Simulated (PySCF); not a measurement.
Problem. Give a PBE0-D3(BJ)/def2-SVP geometry of `C=C[C@@H]1C[C@H]1C`.

Solution. 
```
atom  x, y, z in Å
C1     2.3734    0.3457   -0.4971
C2     1.6996   -0.5878    0.1780
C3     0.2513   -0.5758    0.4932
C4    -0.7531   -1.0867   -0.5170
C5    -0.7194    0.3674   -0.1521
C6    -1.8282    0.9832    0.6584
H7     3.4407    0.2342   -0.7036
H8     1.8893    1.2547   -0.8665
H9     2.2440   -1.4712    0.5361
H10    0.0221   -0.8481    1.5310
H11   -0.3678   -1.3814   -1.4968
H12   -1.5874   -1.6930   -0.1512
H13   -0.2972    1.0269   -0.9177
H14   -2.6698    1.2915    0.0178
H15   -1.4779    1.8722    1.2066
H16   -2.2196    0.2680    1.3990
```

Any rigid rotation of these coordinates is as good. Atoms count from 1 in this order. The 3-membered ring C3–C4–C5 has internal angles of 59.7° to 60.6°. Of the pairs four or more bonds apart, H8···H13 is among the closest relative to their van der Waals radii: 2.20 Å, 92 % of the sum of Bondi's values. The C–C distances run from 1.335 Å (C1=C2, drawn double) to 1.513 Å (C3–C4, drawn single), a spread of 0.178 Å.

Bonds between heavy atoms (Å): C1=C2 1.335, C2–C3 1.482, C3–C4 1.513, C4–C5 1.499, C5–C6 1.505, C3–C5 1.499.

Computed, not measured: PBE0-D3(BJ)/def2-SVP geometry optimisation, gas phase in PySCF.

Point group: C1 (no symmetry element, even within 0.4 Å). No frequency check. The numbers are those of one conformer (C1–C2–C3–C4 85°).
